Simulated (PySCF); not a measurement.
# B2H2: triplet, from a linear X-M-M-X start

Where does triplet B2H2 go from a linear X-M-M-X start, is the end point a minimum, and what are its modes, charges and moments?

Method: PBE0, basis B def2-TZVP, H def2-TZVP, no relativity, density fitting; program: PySCF 2.14.0.

## 1. The starting structure

4 atoms, charge 0, spin multiplicity 3.

Bond lengths: B1–B2 1.700 Å, B1–H3 1.170 Å, B2–H4 1.170 Å. Angles: B2–B1–H3 180.0°, B1–B2–H4 180.0°.

```xyz
4
charge 0 multiplicity 3
B     0.0000    0.0000    0.8500
B     0.0000    0.0000   -0.8500
H     0.0000    0.0000    2.0200
H     0.0000    0.0000   -2.0200
```

## 2. Finding the electronic state

The steps below are one call of a driver around PySCF. For each, scf.py gives the equivalent set-up of the SCF; relaxations use the driver's own optimiser. After this first run the driver tries any further starts and a stability analysis.

Contents of scf.py:

```python
from pyscf import gto, scf, dft
mol = gto.M(atom='''
B      0.000000     0.000000     0.850000
B      0.000000     0.000000    -0.850000
H      0.000000     0.000000     2.020000
H      0.000000     0.000000    -2.020000''',
    basis={'B': 'def2-TZVP', 'H': 'def2-TZVP'},
    charge=0, spin=2)
mf = dft.UKS(mol, xc='PBE0')
mf.grids.atom_grid = (50, 194)
aux = {'B': 'def2-universal-JKFIT', 'H': 'def2-universal-JKFIT'}
mf = mf.density_fit(auxbasis=aux)
mf.conv_tol = 1e-08
mf.diis_space = 10
mf.max_cycle = 60
mf.init_guess = 'minao'
mf.verbose = 4
mf.kernel()
```

Started as:

```bash
$ OMP_NUM_THREADS=2 python axn.py task.json out
```

The runs that follow: Relaxation: linear X-M-M-X start, triplet; Vibrations and properties at this point.

Q: Predict the outcome of this session. Wanted: minimum; geometry; wavenumbers; dipole moment; highest occupied, lowest empty level; polar-tensor charge of B1; zero-point energy; atomisation energy; ⟨S²⟩.

As calculated:

| quantity | value |
| --- | --- |
| minimum | triplet, D∞h |
| geometry | B–B 1.510 Å, B–H 1.177 Å (×2); B–B–H 180.0° (×2) |
| wavenumbers (cm⁻¹) | 570 (πg), 608 (πu), 1266 (σg+), 2784 (σu+), 2823 (σg+) |
| dipole moment | 0.00 D |
| highest occupied, lowest empty level (either spin) | -6.78, -2.82 eV |
| polar-tensor charge of B1 | +0.04 e |
| zero-point energy | 55.2 kJ/mol |
| entropy at 298.15 K | 214.0 J/(mol K) |
| atomisation energy (no zero-point energy) | 1215 kJ/mol |
| ⟨S²⟩ | 2.006 |

What this shows: The molecule stays D∞h, as typed, and the end point is a minimum. In the infrared the band at 2784 cm⁻¹ (σu+) leads. Only this shape and spin were tried, so other structures or states may lie lower.
